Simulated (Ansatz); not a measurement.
**Forces away from equilibrium**

SiN2H4, closed shell, displaced at random from a GFN2-xTB minimum.

```
7
angstrom
N -1.1074 -0.6809 -1.0482
Si -0.1969 0.4167 -0.2592
N 0.8939 0.0969 0.7964
H -2.0034 -0.6428 -1.7312
H -0.3831 2.1452 -0.0985
H 1.7036 0.5410 1.4493
H 1.2558 -1.2094 0.7876
```

Ansatz 0.2.0; basis: def2-TZVPP; cores frozen in the correlated methods.

CCSD(T) forces from the calculation:
| atom | Fx | Fy | Fz (eV/Å) |
| --- | --- | --- | --- |
| N1 | -1.562 | 0.612 | -1.204 |
| Si2 | -5.907 | 3.367 | -4.268 |
| N3 | 8.686 | -5.774 | 6.060 |
| H4 | 3.277 | 0.370 | 2.394 |
| H5 | 0.289 | -2.545 | -0.388 |
| H6 | -3.149 | -1.088 | -2.567 |
| H7 | -1.633 | 5.058 | -0.028 |

Question: Which atom feels the largest CCSD(T) force, and how large is it?

Answer: N3, 12.06 eV/Å, along (0.72, -0.48, 0.50).

Root-mean-square difference of the force components from those of CCSD(T): PBE0-D4 0.152; wB97M-V 0.166; r2SCAN-D4 0.127; PBE-D4 0.205; SPW92 0.359; revPBE-D4 0.245 eV/Å.

No T1 diagnostic of these runs exceeds 0.018. These are differences at one structure, and CCSD(T) in triple zeta is itself an approximation.

For scale, one of the runs: CCSD(T)/def2-TZVPP forces, 160 basis functions (an equivalent command: `ansatz run in.yaml --threads 4`). Time: 63 s of wall clock on 4 CPU threads; the host was shared. Peak host memory: 2.2 GiB.
